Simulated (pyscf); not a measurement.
One four-centre exchange on the singlet surface with elements of a group swapped. ωB97M-D3(BJ)/def2-TZVP, kcal/mol, from the separated reactants. Single points on ωB97X-D3(BJ)/def2-SVP structures (PySCF, gas phase).

| step | barrier | reaction energy | imaginary mode (i cm⁻¹) |
|---|---|---|---|
| HO–Zn–Cl + H₂S → H₂O + HS–Zn–Cl | -4.1 | -14.2 | 635 |
| HO–Zn–Cl + H₂Se → H₂O + Cl–Zn–SeH | ? | ? | 408 |

Question: Fill in the missing entries.

Answer: 
- HO–Zn–Cl + H₂Se → H₂O + Cl–Zn–SeH, barrier: -4.7
- HO–Zn–Cl + H₂Se → H₂O + Cl–Zn–SeH, reaction energy: -18.2

Row 1: On the reactant side the descent ends in an adduct with a S–Zn contact, 12.9 kcal/mol under the separated species and 5.8 kcal/mol under the saddle at ωB97X-D3(BJ)/def2-TZVP. On the product side the descent ends in an adduct with a O–Zn contact (not fully relaxed), 15.7 kcal/mol under the separated species and 24.3 kcal/mol under the saddle at ωB97X-D3(BJ)/def2-TZVP. Row 2: On the reactant side the descent ends in an adduct with a Se–Zn contact, 13.2 kcal/mol under the separated species and 4.3 kcal/mol under the saddle at ωB97X-D3(BJ)/def2-TZVP. On the product side the descent ends in an adduct with a O–Zn contact (not fully relaxed), 15.7 kcal/mol under the separated species and 27.7 kcal/mol under the saddle at ωB97X-D3(BJ)/def2-TZVP. Each row is the saddle that its search found. Elements up to Kr have no core potential and no relativistic terms here.
